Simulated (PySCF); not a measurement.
# C2H3F3 (Ethane, 1,1,2-trifluoro): the cost of one run

The runs use PySCF 2.14.0, with density-fitted response routines of our own; the level of theory stands in each step. All values are computed, except where a source is named. Atoms are numbered from 0 throughout.

## 1. The starting structure

8 atoms, charge 0, multiplicity 1; geometry from: MMFF94s. The atoms were then displaced at random by about 0.03 Å, so the start is not that level's minimum.

Bonds of the start (Å): F0–C1 1.46, C1–C2 1.56, C2–F3 1.30, C2–F4 1.36, C1–H5 1.11, C1–H6 1.11, C2–H7 1.05.

## 2. Relaxing the molecule at PBE0-D3(BJ)/def2-SVP

The job: settings as JSON, then the geometry in Å.

```
{"job": {"xc": "PBE0", "basis": "def2-SVP", "d3": "d3bj", "grid": 1, "shake": 0.03, "kind": "geom"}, "charge": 0, "multiplicity": 1}
F      1.443570    -1.108840     0.415780
C      0.727900     0.125160     0.119550
C     -0.794660    -0.117190    -0.090890
F     -1.294260     1.081340    -0.140390
F     -0.961170    -0.757600    -1.280800
H      1.179830     0.573300    -0.786510
H      0.951630     0.820310     0.958100
H     -1.114590    -0.702140     0.721450
```

Command:

```
OMP_NUM_THREADS=1 python probes_run.py task.json out
```

One launch serves the whole session: the jobs run in the order shown.

**Question.** How long does this first job take on 1 thread of Arm Neoverse V1, shared host, and how much memory does it need?

About 13 s, with a peak of 0.34 GiB.
